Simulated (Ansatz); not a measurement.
# AlSiH5 (singlet): the correlation ladder at distance Al1–H4 along a hydrogen transfer = 1.639 Å, cc-pVTZ

An exercise on one series of results from a longer session: the logs are not shown, and one member is left open.

Program: Ansatz 0.2.0, Gaussian basis. Level of theory: cc-pVTZ, core rule «outside noble gas», up to 10 orbitals frozen. These are calculated values, not measurements.

To be run: UHF; CCSD(T) on RHF; BCCD(T) on RHF; CCSDT(Q) on RHF.

### The system

The geometry derives from fragments relaxed apart (PBE0/def2-TZVP) and kept rigid, so it is no stationary point. A hydrogen atom is moved between rigid fragments.

7 atoms, charge 0, spin multiplicity 1.

Atoms are counted from 1 here; the program's logs count them from 0.

Bond lengths: Al1–H2 1.586 Å, Al1–H3 1.586 Å, Al1–H4 1.639 Å, Si5–H6 1.526 Å, Si5–H7 1.526 Å. Angles: H2–Al1–H3 120.0°, H2–Al1–H4 120.0°, H3–Al1–H4 120.0°, H6–Si5–H7 91.2°.

The first run:

File in.yaml:

```yaml
crystal:
  periodic: [false, false, false]
  atoms:
    - {symbol: Al, position_ang: [-1.724139, 0.029322, 0.000000]}
    - {symbol: H, position_ang: [-2.517062, 1.402706, 0.000000]}
    - {symbol: H, position_ang: [-2.517063, -1.344062, 0.000000]}
    - {symbol: H, position_ang: [-0.085139, 0.029322, 0.000000]}
    - {symbol: Si, position_ang: [1.675861, 0.029322, 0.000000]}
    - {symbol: H, position_ang: [2.288042, -0.844962, 1.090012]}
    - {symbol: H, position_ang: [2.288042, -0.844962, -1.090012]}
basis:
  gaussian: {orbitals: cc-pVTZ}
magnetization: {spin_polarized: true, initial_magnetization: 0}
hamiltonian: {xc: hf}
output: {orbitals: {seedname: orbitals}}
```

The run is started by

```console
ansatz run in.yaml --threads 1 --pin off --events-out ev --progress --plain --max-ram 4096MiB --backend cpu
```

Steps of the session up to this table: UHF; CCSD(T) on RHF; BCCD(T) on RHF; CCSDT(Q) on RHF.

One table of the session follows, with a row left open; its other results are not shown here.

```
   method  from RCCSDT(Q) (meV)
      RHF               +7443.6
     RMP2               +1544.1
    RCCSD                +257.1
 RCCSD(T)                 +49.3
  BCCD(T)                     ?
   RCCSDT                  +9.7
RCCSDT(Q)                     0
```

Estimate the missing values for BCCD(T).

**Answer.** from RCCSDT(Q) (meV): +48.3. In the column «from RCCSDT(Q) (meV)» it lies between RCCSDT (+9.7) and RCCSD(T) (+49.3).
